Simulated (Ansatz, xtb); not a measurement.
# Two isomers of CH3OS

We compare a, `OC[S]`, a doublet, with b, `O[CH]S`, a doublet. Both are isolated molecules in the gas phase, relaxed with B3LYP-D3(BJ)/def2-SVP; the shapes shown needn't be the lowest conformers.

a (Å):

```yaml
atoms:
  - { symbol: C, position_ang: [-0.3462, -0.0084, -0.2540] }
  - { symbol: O, position_ang: [-1.6434, 0.4960, -0.2534] }
  - { symbol: S, position_ang: [-0.1428, -1.7614, -0.6318] }
  - { symbol: H, position_ang: [0.2444, 0.5810, -0.9768] }
  - { symbol: H, position_ang: [0.1694, 0.1046, 0.7287] }
  - { symbol: H, position_ang: [-2.2120, -0.1359, 0.2090] }
```

b (Å):

```xyz
6

C    -0.1045    0.7270    0.1958
O    -0.2102   -0.0876    1.2721
S     1.1873    0.5389   -0.9634
H     2.2383    1.0839   -0.2676
H    -0.6925    1.6440    0.2781
H     0.3531   -0.8632    1.1200
```

Q: Which of the two would you expect CCSD(T)/def2-TZVP electronic energies to favour?

A: Structure a; the calculation gives E(b) − E(a) = +0.400 eV.

How the difference moves with the method:

```
                level               geometry  E(b) − E(a) (eV)  departure from the last row (eV)  job, with rough time for the two
             GFN2-xTB               GFN2-xTB              +0.680                            +0.281              optimisation, 0.17 s
            HF/STO-3G               GFN2-xTB              +0.782                            +0.382              single point, 0.34 s
   r2SCAN-D4/def2-SVP               GFN2-xTB              +0.300                            −0.099               single point, 6.1 s
B3LYP-D3(BJ)/def2-SVP  B3LYP-D3(BJ)/def2-SVP              +0.314                            −0.086                optimisation, 81 s
         HF/def2-TZVP  B3LYP-D3(BJ)/def2-SVP              +0.486                            +0.086           part of the CCSD(T) run
        MP2/def2-TZVP  B3LYP-D3(BJ)/def2-SVP              +0.416                            +0.016           part of the CCSD(T) run
    CCSD(T)/def2-TZVP  B3LYP-D3(BJ)/def2-SVP              +0.400                                               single point, 1.7 min
```

As drawn, b has 1 S–H in place of 1 C–H.

The levels shown agree on the order. The largest departure from CCSD(T)/def2-TZVP is that of HF/STO-3G, 0.382 eV.

With harmonic frequencies from B3LYP-D3(BJ)/def2-SVP (ideal gas, rigid rotor, one conformer each, 298.15 K, 1 atm): on the last row, ΔE + ΔZPE = +0.292, ΔH = +0.308, ΔG = +0.284 eV.

Open shells are spin-unrestricted. The correlated steps freeze 7 core orbitals. Codes used: Ansatz 0.2.0, xtb 6.7.1; the last row on 1 thread of Arm Neoverse V1 on a shared host.
